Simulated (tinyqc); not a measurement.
Inside a calculation. Method: extended Hueckel theory, for CO+. The parameters take no account of the charge, which enters only through the electron count. One step of it, computed by the program tinyqc.

Problem. Mulliken analysis. P = C n C^T; charge = valence electrons (O 6, C 4) minus the sum of (P S)_ii on the atom; overlap population = 2 sum P_ij S_ij between two atoms.

coefficients:
```
             MO1        MO2       MO3        MO4        MO5        MO6        MO7        MO8
1C 2s   0.296371   0.709040  0.000000   0.000000   0.409169   0.000000   0.000000   0.837224
1C 2px  0.000000   0.000000  0.292045  -0.181603   0.000000  -0.581852   0.766552   0.000000
1C 2py  0.000000   0.000000  0.181603   0.292045   0.000000   0.766552   0.581852   0.000000
1C 2pz  0.124621  -0.326357  0.000000   0.000000  -0.505862   0.000000   0.000000   1.109245
2O 2s   0.801282  -0.312775  0.000000   0.000000   0.075649   0.000000   0.000000  -0.970310
2O 2px  0.000000   0.000000  0.739448  -0.459814   0.000000   0.323455  -0.426131   0.000000
2O 2py  0.000000   0.000000  0.459814   0.739448   0.000000  -0.426131  -0.323455   0.000000
2O 2pz  0.032795  -0.498624  0.000000   0.000000   0.732727   0.000000   0.000000   0.770454
```

occupations: 2.000000  2.000000  2.000000  2.000000  1.000000  0.000000  0.000000  0.000000

overlap S:
```
            1C 2s    1C 2px    1C 2py     1C 2pz     2O 2s    2O 2px    2O 2py     2O 2pz
1C 2s    1.000000  0.000000  0.000000   0.000000  0.362748  0.000000  0.000000  -0.301448
1C 2px   0.000000  1.000000  0.000000   0.000000  0.000000  0.206236  0.000000   0.000000
1C 2py   0.000000  0.000000  1.000000   0.000000  0.000000  0.000000  0.206236   0.000000
1C 2pz   0.000000  0.000000  0.000000   1.000000  0.448527  0.000000  0.000000  -0.305805
2O 2s    0.362748  0.000000  0.000000   0.448527  1.000000  0.000000  0.000000   0.000000
2O 2px   0.000000  0.206236  0.000000   0.000000  0.000000  1.000000  0.000000   0.000000
2O 2py   0.000000  0.000000  0.206236   0.000000  0.000000  0.000000  1.000000   0.000000
2O 2pz  -0.301448  0.000000  0.000000  -0.305805  0.000000  0.000000  0.000000   1.000000
```

Give: charges; Overlap populations.

Solution.

charges: 1C 1.117, 2O -0.117

Overlap populations:
```
pair     value
2-1   1.123751
```
